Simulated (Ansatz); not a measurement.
PBE against other levels and measurement: antifluorite Mg2Sn

Programs: Ansatz (an electronic-structure program).

```
property                                              PBE     LDA  PBEsol  reference  PBE less reference
-------------------------------------------------  ------  ------  ------  ---------  ------------------
lattice parameter a (Å)                             6.816   6.663   6.745     6.766*             +0.74 %
bulk modulus B0 (GPa)                                40.4    46.8    43.7          –                   –
cohesive energy (eV/atom)                            2.25    2.74    2.54          –                   –
band gap (eV), at the measured cell, all with SOC    0.00    0.00    0.00      0.36*            -0.36 eV
elastic constant C11 (GPa)                           70.5    81.3    76.2          –                   –
elastic constant C44 (GPa)                           30.8    35.0    32.4          –                   –
polycrystal shear modulus (GPa)                      27.1    31.0    28.9          –                   –
formation enthalpy (eV/atom)                       -0.205  -0.237  -0.206          –                   –
```

PBE is well off the measurement for the lattice constant a (+0.74 %); band gap (-0.36 eV). Where no measured value is used, PBE differs from PBEsol by -7.6 % in the bulk modulus; from PBEsol by -0.29 eV/atom in the cohesive energy; from PBEsol by -7.5 % in the elastic constant C11; from PBEsol by -4.9 % in the elastic constant C44; from PBEsol by -6.2 % in the Voigt–Reuss–Hill shear modulus; from PBEsol by +0.001 eV/atom in the formation enthalpy.

A star marks values at room or unstated temperature without corrections; heat and zero-point motion as a rule enlarge cells and lower moduli and gaps.

Called well off clearly beyond 0.30 eV for the band gap (bounds picked here from the quality of each reference); the lattice constant a is called against an uncorrected reference, since a correction would as a rule widen the miss or is far smaller.

The references are measured values: lattice constant a unstated, band gap unstated.

Unless a row names a cell, each level is at its own relaxed cell.

A gap of zero means that the bands touch or overlap. Density-functional gaps are differences of (generalised) Kohn–Sham levels.

Caveats: the solid has no gap at this level, which affects its response (PBE, LDA, PBEsol). Ansatz's density-functional and Hartree–Fock values are scalar-relativistic unless marked +SOC, with PAW data made under PBE.

References as tabulated in Freccero, Grin, Wagner, Dalton Trans. (2023), ESI; Ryu et al. (2019), arXiv:1905.06140.
